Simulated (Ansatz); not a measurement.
in.yaml

```yaml
crystal:
  periodic: [false, false, false]
  atoms:
    - {symbol: Ga, position_ang: [0.000000, 0.003202, -0.035803]}
    - {symbol: H, position_ang: [0.000000, 0.813531, 1.081232]}
    - {symbol: H, position_ang: [0.000000, -1.035050, 1.395423]}
basis:
  gaussian: {orbitals: STO-3G}
total_charge: 1
magnetization: {spin_polarized: false, initial_magnetization: 2}
correlation: {method: ccsdt, electrons: outside_noble_gas, diis_vectors: 1}
scf: {omitted_lower_state_checks: [cluster_reference]}
```

```sh
$ ansatz run in.yaml --threads 1 --pin off --events-out ev --progress --plain --max-ram 2393MiB
```

Log:

```
these checks for a lower state are left out or cut short: cluster_reference
231 factors; integrals over basis functions are off by at most 3.7e-8 eV
mean field evaluation 1: about -51747.2569 eV, gradient 1.5e1 eV
mean field evaluation 2: about -51747.2610 eV, gradient 1.5e1 eV
mean field evaluation 4: about -51749.4194 eV, gradient 6.0e0 eV
mean field evaluation 8: about -51744.1564 eV, gradient 2.0e1 eV
mean field evaluation 16: about -51750.1067 eV, gradient 1.4e-5 eV
mean field evaluation 32: about -51749.7896 eV, gradient 7.1e-2 eV
mean field evaluation 64: about -51749.8208 eV, gradient 1.6e-1 eV
mean field evaluation 96: about -51749.9740 eV, gradient 2.1e-2 eV
mean field evaluation 128: about -51749.6733 eV, gradient 3.4e0 eV
mean field evaluation 160: about -51743.2766 eV, gradient 2.1e1 eV
mean field -51750.10674315 eV, -1901.7813453286 hartree, gradient 2.0e-6 eV, S^2 2.000000; 16 other end points of the search recorded, 0 dependent functions left out
14 core orbitals not correlated, not the lowest: weight in the atoms' cores, before any rotation towards them, 0.045 or more for the frozen orbitals, at most 0.008 for the correlated occupied ones
reference -51750.10674315 eV, -1901.7813453286 hartree; 3, 1 occupied and 3, 5 virtual orbitals, 231 factors
second order -0.33730123 eV of doubles, -0.01203283 eV of singles
cycle   1  -0.46984956 eV  change   -1.2e-1 eV  update   3.5e-2
cycle   2  -0.54631552 eV  change   -7.6e-2 eV  update   1.6e-2
cycle   3  -0.55152597 eV  change   -5.2e-3 eV  update   4.1e-3
cycle   4  -0.55338436 eV  change   -1.9e-3 eV  update   1.9e-3
cycle   5  -0.55301590 eV  change    3.7e-4 eV  update   5.7e-4
cycle   6  -0.55262672 eV  change    3.9e-4 eV  update   2.5e-4
cycle   7  -0.55246653 eV  change    1.6e-4 eV  update   1.1e-4
cycle   8  -0.55233906 eV  change    1.3e-4 eV  update   5.9e-5
cycle   9  -0.55230761 eV  change    3.1e-5 eV  update   2.5e-5
cycle  10  -0.55229424 eV  change    1.3e-5 eV  update   1.3e-5
cycle  11  -0.55229781 eV  change   -3.6e-6 eV  update   5.2e-6
cycle  12  -0.55230184 eV  change   -4.0e-6 eV  update   2.6e-6
cycle  13  -0.55230356 eV  change   -1.7e-6 eV  update   1.2e-6
cycle  14  -0.55230496 eV  change   -1.4e-6 eV  update   6.5e-7
cycle  15  -0.55230510 eV  change   -1.5e-7 eV  update   2.6e-7
Total energy: -51750.65904826 eV, -1901.8016421668 hartree
Checks for a lower state left out: cluster_reference
```

Ran on 1 thread of Intel Xeon Platinum 8259CL, shared host: 1.8 s wall, 0.08 GiB peak host memory.
